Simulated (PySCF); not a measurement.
# Broadened absorption spectrum of pentacarbon monoxide

Species: pentacarbon monoxide, C₅O.
SMILES: `[C-]#CC#CC#[O+]`

Method: TDDFT CAM-B3LYP/def2-SVPD, vertical, gas phase, core orbitals frozen in the response (PySCF 2.14.0, density-fitted response routines). Isolated species at its PBE0-D3(BJ)/def2-SVP geometry, gas phase.

Each state is given a Gaussian of 0.3 eV full width at half maximum, with ε(max) = 2.175×10⁸ f / Δν̃ (Δν̃ the width in cm⁻¹). The width is an assumption, not a result. The curve ends short of the highest state used, and states not computed would add to its high-energy end.

E (eV), ε (L mol⁻¹ cm⁻¹) and a bar:
```
     2.09          0 
     2.25          0 
     2.41          0 
     2.57          0 
     2.73          0 
     2.89          0 
     3.05          0 
     3.21          0 
     3.37          0 
     3.53         21 
     3.69        418 #######
     3.85       1730 ##############################
     4.01       1478 ##########################
     4.17        261 #####
     4.33         10 
     4.49          0 
     4.65          0 
     4.81          0 
     4.97          0 
     5.13          0 
     5.29          0 
     5.45          0 
     5.61          0 
     5.77          3
```

Question: Where are the band maxima, and which computed states make them?

Answer: 317 nm (3.91 eV), ε about 2000, made up of S4 (50%) and S5 (50%) (ε in L mol⁻¹ cm⁻¹; maxima over ε = 5, shares over 10%). At its high-energy end, 5.77 eV, the curve is still rising (ε about 3, from S9). The states used: S1 2.54 eV (f 0.0000); S2 2.73 eV (f 0.0000); S3 2.73 eV (f 0.0000); S4 3.91 eV (f 0.011); S5 3.91 eV (f 0.011); S6 5.65 eV (f 0.0000); S7 5.90 eV (f 0.0000); S8 5.90 eV (f 0.0000); S9 6.37 eV (f 2.579).

Question: Does any computed singlet lie in the visible range?

Answer: 3 computed singlets (S1 to S3) lie in the visible range (380 to 750 nm), S1 for one at 489 nm, dark in the vertical dipole picture (f under 0.0005); light of that wavelength is green-blue to blue-green, and its complementary colour is orange to red; a Tamm–Dancoff triplet lies at 574 nm, without intensity as long as spin–orbit coupling is left out.

Question: On this curve, what absorbance would a 10⁻⁵ mol/L sample give at 355 nm over a 1 cm path?

Answer: 355 nm is 3.493 eV, where ε is about 8.2 L mol⁻¹ cm⁻¹, so A = ε c l ≈ 8.2e-05 (Beer–Lambert, with the gas-phase spectrum and the assumed width).

Question: What would ε be at 3.91 eV, the highest of these maxima, with half the width (0.15 eV)?

Answer: About 3920 L mol⁻¹ cm⁻¹ against 1960, a factor of about 2.00; a lone state at its own centre would give exactly 2.

All these states lie below the vertical ionisation energy of 10.18 eV (ΔSCF).
